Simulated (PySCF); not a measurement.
Start geometry of `F[C@@H]1C[C@H]1F` from GFN2-xTB (Å):
```
atom  x, y, z in Å
F1    -0.4305    1.0262    1.5856
C2    -0.3237    0.7363    0.2617
C3    -0.5839   -0.6774   -0.1695
C4     0.8645   -0.1264   -0.1313
F5     1.4474    0.1300   -1.3198
H6    -0.6235    1.5757   -0.3639
H7    -0.8223   -1.3961    0.5966
H8    -1.0115   -0.8255   -1.1269
H9     1.5413   -0.4600    0.6339
```

Question: What comes out of this run: PBE0-D3(BJ)/def2-SVP geometry optimisation, gas phase (PySCF)?

Answer: 
```
atom  x, y, z in Å
F1    -0.489   -1.694    0.841
C2    -0.297   -0.780   -0.138
C3     0.886    0.134   -0.055
C4    -0.500    0.653    0.178
F5    -1.067    1.449   -0.758
H6    -0.611   -1.133   -1.126
H7     1.538    0.052    0.819
H8     1.380    0.394   -0.994
H9    -0.790    0.914    1.202
```

The energy falls by 0.104 eV over 9 energy and gradient evaluations, the largest force component goes from 0.0499 to 3.7e-04 Eh/bohr, and the atoms move by 0.029 Å rms after alignment. The bond that changes most is C3–C4 (three-membered-ring carbon to sp3 C–F carbon), which shortens by 0.052 Å. Bonds longer at the end by more than 0.005 Å: 4 of 9; shorter: 3. Among the angles that change most is F1–C2–C4, from 115.7° to 118.6°. Rotational constants go from 11463, 3564, 3081 to 11617, 3583, 3088 MHz. The orientation of the end geometry is arbitrary; only internal coordinates are fixed.

The run used 90 basis functions and 58 SCF cycles in all. The run took 20 s on one thread of an Arm Neoverse V1, shared host with 32 logical CPUs at a one-minute load of 19, and the process peaked at 0.37 GiB of memory.

Stationary, but not proved a minimum.
